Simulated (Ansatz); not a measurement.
# SiNH5 (Si(NH2)H3) at 6 levels

We compute a comparison of 6 runs (B2PLYP/STO-3G, BLYP/STO-3G, UPBE/STO-3G, r2SCAN0/STO-3G, CCSDT/STO-3G, UCCSD(T)/STO-3G) of SiNH5 (Si(NH2)H3). 

Program for the calculation: Ansatz 0.2.0.

49 further runs of the same task are left out: 49 set aside as unsound or not needed.

## (1) The structure to begin with

SiNH5 has 7 atoms, charge 0, and is taken as a singlet. As SMILES, `[H][Si]([H])([H])N`. The H5–Si1 distance was set to 2.921 Å, away from the relaxed value. At this shape a bond of the SMILES string is far longer than usual.

Bond lengths: Si1–N2 1.723 Å, N2–H3 1.007 Å, N2–H4 1.007 Å, Si1–H6 1.461 Å, Si1–H7 1.472 Å. Angles: Si1–N2–H3 118.6°, Si1–N2–H4 118.6°, N2–Si1–H6 105.1°, N2–Si1–H7 115.3°, H3–N2–H4 109.5°, H6–Si1–H7 109.1°.

## (2) The energy at B2PLYP/STO-3G (run 1)

File job.yaml:

```yaml
basis:
  gaussian:
    orbitals: STO-3G
crystal:
  periodic: [false, false, false]
  atoms:
    - {symbol: Si, position_ang: [-1.389162, 0.014680, -0.230429]}
    - {symbol: "N", position_ang: [-1.297812, 0.190990, 1.481121]}
    - {symbol: H, position_ang: [-0.680792, -0.415890, 1.996351]}
    - {symbol: H, position_ang: [-2.152132, 0.319700, 1.998411]}
    - {symbol: H, position_ang: [1.387750, -0.009920, -1.135540]}
    - {symbol: H, position_ang: [-2.136392, 1.181650, -0.693539]}
    - {symbol: H, position_ang: [-2.062292, -1.207410, -0.701009]}
hamiltonian:
  xc: {name: B2PLYP}
correlation:
  frozen_orbitals: {H: 0, "N": 1, Si: 5}
accuracy: high
```

Run with:

```sh
$ ansatz run job.yaml --threads 1 --pin off --max-ram 2610MiB --events-out events.jsonl --progress --plain --runs-dir runs
```

What it wrote:

```text
Warning: RAYON_NUM_THREADS=1 ignored (pool sized by the plan → 1); use --threads N
Functional definition: B2PLYP
  name "B2PLYP"
  parameter a = 0.53
  parameter c = 0.27
  exchange = (1 - a)*b88_x + a*exact_x
  correlation = (1 - c)*lyp_c + c*(mp2_os + mp2_ss)
335 factors; integrals over basis functions are off by at most 1.0e-8 eV
mean field evaluation 1: about -9317.9204 eV, gradient 2.4e1 eV
mean field evaluation 2: about -9317.9120 eV, gradient 2.4e1 eV
mean field evaluation 4: about -9322.4359 eV, gradient 1.1e1 eV
mean field evaluation 8: about -9323.2581 eV, gradient 3.4e-1 eV
mean field evaluation 16: about -9323.2537 eV, gradient 4.8e-5 eV
mean field -9323.25368201 eV, -342.6232532857 hartree, gradient 9.1e-9 eV, S^2 0.000000; 0 other end points of the search recorded, 0 dependent functions left out; unrestricted orbitals would lower it
6 core orbitals not correlated: weight in the atoms' cores, before any rotation towards them, 1.000 or more for the frozen orbitals, at most 0.000 for the correlated occupied ones
reference -9323.25370204 eV, -342.6232540217 hartree; 7, 7 occupied and 6, 6 virtual orbitals, 335 factors
second order -5.79938874 eV of doubles, -0.00000000 eV of singles
Total energy: -9324.81953700 eV, -342.6807973951 hartree
```

It took 1.5 s on 1 thread of Arm Neoverse V2, shared host; peak memory 0.1 GiB.

## (3) A single-point energy at BLYP/STO-3G (run 2)

File run.yaml:

```yaml
basis:
  gaussian:
    orbitals: STO-3G
crystal:
  periodic: [false, false, false]
  atoms:
    - {symbol: Si, position_ang: [-1.389162, 0.014680, -0.230429]}
    - {symbol: N, position_ang: [-1.297812, 0.190990, 1.481121]}
    - {symbol: H, position_ang: [-0.680792, -0.415890, 1.996351]}
    - {symbol: H, position_ang: [-2.152132, 0.319700, 1.998411]}
    - {symbol: H, position_ang: [1.387750, -0.009920, -1.135540]}
    - {symbol: H, position_ang: [-2.136392, 1.181650, -0.693539]}
    - {symbol: H, position_ang: [-2.062292, -1.207410, -0.701009]}
hamiltonian:
  xc: {name: BLYP}
accuracy: high
```

Run with:

```sh
$ ansatz run run.yaml --threads 1 --pin off --max-ram 2610MiB --events-out events.jsonl --progress --plain --runs-dir runs
```

What it wrote:

```text
Warning: RAYON_NUM_THREADS=1 ignored (pool sized by the plan → 1); use --threads N
Functional definition: BLYP
  name "BLYP"
  parameter beta = 0.0042
  parameter a = 0.04918
  parameter b = 0.132
  parameter c = 0.2533
  parameter d = 0.349
  exchange = b88_x(beta = beta)
  correlation = lyp_c(a = a, b = b, c = c, d = d)
335 factors; integrals over basis functions are off by at most 1.0e-8 eV
mean field evaluation 1: about -9322.0544 eV, gradient 3.3e1 eV
mean field evaluation 2: about -9311.5943 eV, gradient 4.4e1 eV
mean field evaluation 4: about -9326.8551 eV, gradient 1.9e1 eV
mean field evaluation 8: about -9329.3815 eV, gradient 1.1e1 eV
mean field evaluation 16: about -9330.0791 eV, gradient 3.8e-5 eV
mean field -9330.07914264 eV, -342.8740843373 hartree, gradient 5.5e-9 eV, S^2 0.000000; 0 other end points of the search recorded, 0 dependent functions left out
reference -9330.07918517 eV, -342.8740859001 hartree; 13, 13 occupied and 6, 6 virtual orbitals, 335 factors
Total energy: -9330.07918517 eV, -342.8740859001 hartree
```

It took 1.2 s on 1 thread of Arm Neoverse V2, shared host; peak memory 0.098 GiB.

Run 3 isn't shown in full; the table further down has it.

## (4) The energy at r2SCAN0/STO-3G (run 4)

File in.yaml:

```yaml
crystal:
  periodic: [false, false, false]
  atoms:
    - {symbol: Si, position_ang: [-1.389162, 0.014680, -0.230429]}
    - {symbol: "N", position_ang: [-1.297812, 0.190990, 1.481121]}
    - {symbol: H, position_ang: [-0.680792, -0.415890, 1.996351]}
    - {symbol: H, position_ang: [-2.152132, 0.319700, 1.998411]}
    - {symbol: H, position_ang: [1.387750, -0.009920, -1.135540]}
    - {symbol: H, position_ang: [-2.136392, 1.181650, -0.693539]}
    - {symbol: H, position_ang: [-2.062292, -1.207410, -0.701009]}
basis:
  gaussian: {orbitals: STO-3G}
hamiltonian: {xc: {name: r2SCAN0}}
accuracy: high
```

Run with:

```sh
$ ansatz run in.yaml --threads 1 --pin off --max-ram 2610MiB --events-out events.jsonl --progress --plain --runs-dir runs
```

What it wrote:

```text
Warning: RAYON_NUM_THREADS=1 ignored (pool sized by the plan → 1); use --threads N
Functional definition: r2SCAN0
  name "r2SCAN0"
  parameter a = 0.25
  parameter k0 = 0.174
  parameter k1 = 0.065
  parameter a1 = 4.9479
  exchange = (1 - a)*r2scan_x(k0 = k0, k1 = k1, a1 = a1) + a*exact_x
  correlation = r2scan_c
335 factors; integrals over basis functions are off by at most 1.0e-8 eV
mean field evaluation 1: about -9323.8247 eV, gradient 2.7e1 eV
mean field evaluation 2: about -9317.2152 eV, gradient 2.8e1 eV
mean field evaluation 4: about -9329.6994 eV, gradient 5.4e0 eV
mean field evaluation 8: about -9329.8592 eV, gradient 8.6e-1 eV
mean field evaluation 16: about -9329.8269 eV, gradient 1.3e-5 eV
mean field -9329.82692371 eV, -342.8648154626 hartree, gradient 7.2e-8 eV, S^2 0.000000; 0 other end points of the search recorded, 0 dependent functions left out
reference -9329.82692410 eV, -342.8648154770 hartree; 13, 13 occupied and 6, 6 virtual orbitals, 335 factors
Total energy: -9329.82692410 eV, -342.8648154770 hartree
```

It took 2.4 s on 1 thread of Arm Neoverse V2, shared host; peak memory 0.14 GiB.

Run 5 isn't shown in full; the table further down has it.

## (5) The energy at UCCSD(T)/STO-3G (run 6)

run.yaml: that of step 3 with these lines changed.

```diff
@@ -13,4 +13,9 @@
     - {symbol: H, position_ang: [-2.062292, -1.207410, -0.701009]}
-hamiltonian:
-  xc: {name: BLYP}
+magnetization:
+  spin_polarized: true
+correlation:
+  method: ccsd_t
+  frozen_orbitals: {H: 0, "N": 1, Si: 5}
 accuracy: high
+scf:
+  omitted_lower_state_checks: [cluster_reference, increment]
```

Run with:

```sh
$ ansatz run run.yaml --threads 1 --pin off --max-ram 2610MiB --events-out events.jsonl --progress --plain --runs-dir runs
```

What it wrote, cut to the lines that bear on the results:

```text
Warning: RAYON_NUM_THREADS=1 ignored (pool sized by the plan → 1); use --threads N
Functional definition: HF
  name "HF"
[...]
335 factors; integrals over basis functions are off by at most 1.0e-8 eV
[...]
mean field -9308.50940089 eV, -342.0814109483 hartree, gradient 1.7e-8 eV, S^2 0.956644; 6 other end points of the search recorded, 0 dependent functions left out
6 core orbitals not correlated: weight in the atoms' cores, before any rotation towards them, 1.000 or more for the frozen orbitals, at most 0.000 for the correlated occupied ones
reference -9308.50940089 eV, -342.0814109483 hartree; 7, 7 occupied and 6, 6 virtual orbitals, 335 factors
second order -2.00247441 eV of doubles, -0.00000000 eV of singles
cycle   1  -2.48000248 eV  change   -4.8e-1 eV  update   5.7e-2
[...]
cycle  28  -2.85150612 eV  change   8.2e-10 eV  update  2.2e-10
perturbative correction -0.06262579 eV, -0.0023014555 hartree
Total energy: -9311.42353280 eV, -342.1885033208 hartree
Checks for a lower state left out: cluster_reference, increment
```

Wall time 0.26 s (1 thread of Arm Neoverse V2, shared host).

## (6) All runs side by side

```tsv
run	level	frozen core orbitals	energy (Eh)	wall time
1	B2PLYP/STO-3G	6	-342.680797	1.5 s
2	BLYP/STO-3G	–	-342.874086	1.2 s
3	UPBE/STO-3G	–	-342.715098	4.5 s
4	r2SCAN0/STO-3G	–	-342.864815	2.4 s
5	CCSDT/STO-3G	6	-342.191079	0.26 s
6	UCCSD(T)/STO-3G	6	-342.188503	0.26 s
```

## (7) What came out

| quantity | value |
| --- | --- |
| run 6: total energy | -342.18850 Eh |
| run 6: correlation energy (6 core orbitals frozen) | -107.1 mEh |
| run 6: (T) correction | -2.30 mEh |
| run 6: ⟨S²⟩ of the reference determinant | 0.957 |
| run 6: T1 diagnostic | 0.031 |

**Reading.** Totals of different functionals can't be ranked against each other. In runs 1, 5 the log says that unrestricted orbitals would lower the reference, so the values rest on an unstable closed-shell determinant (other closed-shell runs at this shape may share the fault). In runs 1, 2, 3, 4, 5, 6 the basis is minimal, so the values are rough. In runs 1, 2, 4 a closed-shell determinant meets a far-stretched bond, which it describes badly. Spin contamination of the reference: run 6 ⟨S²⟩ = 0.96, run 3 ⟨S²⟩ = 0.74. Where it is this large, the reference is a mixture of spin states, and values that rest on it are in doubt. All runs together took 10 s, the longest 4.5 s.
